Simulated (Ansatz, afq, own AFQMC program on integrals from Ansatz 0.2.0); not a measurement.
Se2⁺, quartet in cc-pVDZ, levels against CCSDT(Q)

```yaml
atoms:
  - { symbol: Se, position_ang: [0.0000, 0.0000, 0.0000] }
  - { symbol: Se, position_ang: [0.0000, 0.0000, 2.3096] }
```

Basis cc-pVDZ. Only valence electrons are correlated. Ansatz 0.2.0 and our own AFQMC program on the same integrals; the CISD trial comes from CCSD amplitudes, and released means the phaseless constraint is let go. Free AFQMC starts from the CCSD state and is never constrained. Its projection time is finite, and what remains of the start isn't in its error. ± is one standard error of the sampling. No spin–orbit coupling.

Determinant: UHF, the one that the program's search chose, which needn't be the lowest solution. The geometry is a point of a scan.

No full CI on the walks' own integrals is used here; CCSDT(Q) serves as the reference and is uncertain by about the last step of the cluster series.

Cautions: no relativity below Rb; no spin-orbit coupling; inner d shell frozen; lower spins were not checked; the ph-AFQMC/CISD walk drifts between its halves (2.4 errors).

* T1 diagnostic: 0.0134
* weight of the determinant in the CISD state: 0.882
* ⟨S²⟩ of the determinant: 3.778
* size of the correlated space: 11 electrons in 26 orbitals

```csv
level,correlation energy (eV)
MP2,-4.6294
CCSD,-5.3787
CCSD(T),-5.5642
```

Question: Estimate where free-projection AFQMC lies against CCSD(T) on the same integrals.

Answer: 1.37 ± 0.36 mEh below CCSD(T).

Reference: CCSDT(Q), correlation energy -5.611 eV. The released energy is read at 2.40 1/Eh (meV from the phaseless value at times in 1/Eh: -3 ± 9 at 0.24, -13 ± 10 at 0.51, -31 ± 10 at 0.99, -34 ± 11 at 1.62, -19 ± 13 at 2.40).

| level | E − E(reference) (mEh) | share of correlation (%) |
| --- | --- | --- |
| CCSD(T) | 1.70 | 99.17 |
| CCSDT | 0.59 | 99.71 |
| ph-AFQMC/HF | 7.70 ± 1.93 | 96.27 |
| ph-AFQMC/CISD | 1.47 ± 0.39 | 99.29 |
| released AFQMC | 0.76 ± 0.47 | 99.63 |
| free AFQMC | 0.33 ± 0.36 | 99.84 |

Free projections are given only where their last times agree within the noise and don't stop above the reference; a slow remainder of the start can still hide under it. A walk keeps the symmetry of its determinant, which the program's search chose and which needn't be the lowest solution, so a lower state of the same spin and another symmetry isn't excluded. Released energies are given only where the last usable release times agree within the noise; a slower fall can still hide under it.
